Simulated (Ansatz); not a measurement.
`ClCC1=CN1` + H–F → `FC1=CN1` + `CCl` at 600 K and 1 bar (substitution at a C–C bond).

Calculated with Ansatz (gas phase, PBE0-D4/def2-TZVP geometries, no zero-point term in ΔE). CCSD(T)/CBS adds triple-zeta CCSD(T) − MP2 to the extrapolated MP2 energy (def2 sets, frozen cores). This one scheme is used for every species. Each species was taken in one conformer, which may not be the lowest.

```csv
species,CCSD(T)/CBS energy (Eh),H − E (kJ/mol),S (J/(mol·K))
`ClCC1=CN1`,-630.90921,218.9,391.0
H–F,-100.39570,42.3,194.0
`FC1=CN1`,-231.64140,133.1,323.8
`CCl`,-499.63220,125.0,268.9
```

H − E and S are ideal-gas, rigid-rotor, harmonic terms from PBE0-D4/def2-TZVP, for one conformer and one mirror image of each species. 1 Eh = 2625.50 kJ/mol, R = 8.31446 J/(mol·K).

Task: By hand: ΔE, ΔH, ΔS and ΔG.

Result: ΔE = (-231.64140) + (-499.63220) − (-630.90921) − (-100.39570) = 0.03131 Eh = 82.2 kJ/mol. Δ(H − E) = 133.1 + 125.0 − 218.9 − 42.3 = -3.1, so ΔH = 79.1 kJ/mol. ΔS = 323.8 + 268.9 − 391.0 − 194.0 = 7.7 J/(mol·K). ΔG = 79.1 − 600 × (7.7)/1000 = 74.5 kJ/mol.

Task: By hand: the equilibrium constant, and the temperature at which ΔG would vanish if ΔH and ΔS stayed fixed.

Result: log₁₀ K = −ΔG/(RT ln 10) = -6.5. ΔG = 0 at ΔH/ΔS = 10273 K, far beyond where these terms or the molecules hold.

The number of gas molecules stays the same, so ΔS is small and ΔH decides. A doubt of 5 kJ/mol in ΔE shifts log₁₀ K by 0.4 here. Other conformers and mirror images would add mixing entropy, several J/(mol·K) or more a flexible species. These are equilibria of isolated gas molecules and say nothing of rates. Largest T1 diagnostic: 0.013 (customary marks: 0.02 for closed shells, 0.045 for open ones).
